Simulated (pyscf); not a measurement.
**Routes from H₂B–NH–SiH₃ + HCl**

Candidate steps break at most two bonds and form at most two. Each was searched with GFN2-xTB (tblite) first. PySCF, gas phase, ωB97X-D3(BJ)/def2-SVP geometries. Correlated levels are frozen-core, on RHF or UHF. ΔMP2 is the change of the MP2 total energy from the triple- to the quadruple-zeta basis. Energies: CCSD(T)/def2-TZVPP + ΔMP2(QZVPP), eV, from the separated reactants, singlet surface; ΔG‡ with ideal gas, 1 atm, RRHO with modes under 100 cm⁻¹ raised to 100, one conformer, R ln 2 for chiral ones without a mode under 150 cm⁻¹.

```csv
products,type,ΔE‡,ΔE,ΔG‡ 298 K,ΔG‡ 900 K,ν‡ (cm⁻¹)
H₂N–SiH₃ + H₂B–Cl,four-centre exchange,0.69,+0.48,1.10,2.00,1133i
H₃Si–Cl + H₂B–NH₂,four-centre exchange,0.98,-0.55,1.51,2.48,224i
```

Row 1: On the product side the descent ends in an adduct with a B–N contact (not fully relaxed), 1.16 eV under the separated species and 1.30 eV under the saddle at ωB97X-D3(BJ)/def2-TZVP. 

Plain bond fissions and candidates not yet searched are not listed, and one of them may be faster. Each barrier is that of the saddle found; lower ones may exist. The CCSD(T) − MP2 part came from Ansatz, without density fitting, on the same reference.
